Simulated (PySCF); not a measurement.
# Where the electron goes

Compound: CH5FSi.
Geometry (GFN2-xTB, Å), atoms numbered from 1 in this order:
```xyz
8
CH5FSi angstrom
F      1.623    0.157   -0.998
C      0.939   -0.066    0.182
Si    -0.951    0.054   -0.114
H      1.251   -1.054    0.533
H      1.305    0.680    0.892
H     -1.253    1.395   -0.611
H     -1.325   -0.964   -1.092
H     -1.580   -0.191    1.184
```

Method: PySCF 2.14.0, density-fitted response routines, TDDFT PBE0/def2-SVPD, vertical, gas phase, core orbitals frozen in the response.

Frontier orbitals with the atoms that hold most of them (Löwdin shares over 4%, at most four atoms; ? is withheld):

```json
{"orbital": "LUMO+2", "ε (eV)": "1.01", "atoms": "Si3 42%, H8 16%, F1 14%, C2 10%"}
{"orbital": "LUMO+1", "ε (eV)": "0.82", "atoms": "Si3 51%, H6 14%, H7 14%, C2 9%"}
{"orbital": "LUMO", "ε (eV)": "0.32", "atoms": "Si3 35%, C2 19%, H8 10%, H7 9%"}
{"orbital": "HOMO", "ε (eV)": "-8.68", "atoms": "?"}
{"orbital": "HOMO-1", "ε (eV)": "-9.64", "atoms": "?"}
{"orbital": "HOMO-2", "ε (eV)": "-10.10", "atoms": "Si3 42%, H8 31%, H6 10%, H7 10%"}
{"orbital": "HOMO-3", "ε (eV)": "-10.31", "atoms": "F1 31%, Si3 24%, H7 13%, H6 13%"}
```

(1) Which atoms hold the HOMO-1, and with what shares?

(2) Which atoms hold the HOMO, and with what shares?

(3) The HOMO–LUMO gap is 9.00 eV. Where does the response calculation put the lowest singlet, and from which orbitals?

(4) One configuration dominates each of S1 and S8. Which, and how do the shares of the two leading atoms of either orbital change from the occupied to the empty one?

## Answers

(1) F1 (bonded to C) 24%; Si3 (bonded to C and 3 H) 19%; C2 (bonded to F, Si and 2 H) 18%; H7 (bonded to Si) 12%.

(2) C2 (bonded to F, Si and 2 H) 31%; F1 (bonded to C) 30%; Si3 (bonded to C and 3 H) 21%; H5 (bonded to C) 5%.

(3) S1 is at 7.74 eV (f = 0.056), 1.27 eV below the gap, made of HOMO→LUMO (90%). 

(4) 
- S1 (7.74 eV, f 0.056), HOMO→LUMO (90%): C2 31% → 19%, F1 30% → at most 10%, Si3 21% → 35%
- S8 (9.07 eV, f 0.043), HOMO-2→LUMO (88%): Si3 42% → 35%, H8 31% → 10%, C2 at most 7% → 19%

Löwdin shares depend on the basis, the more so with diffuse functions.

On an x86-64 server with one thread (shared host), this took 4.3 s.
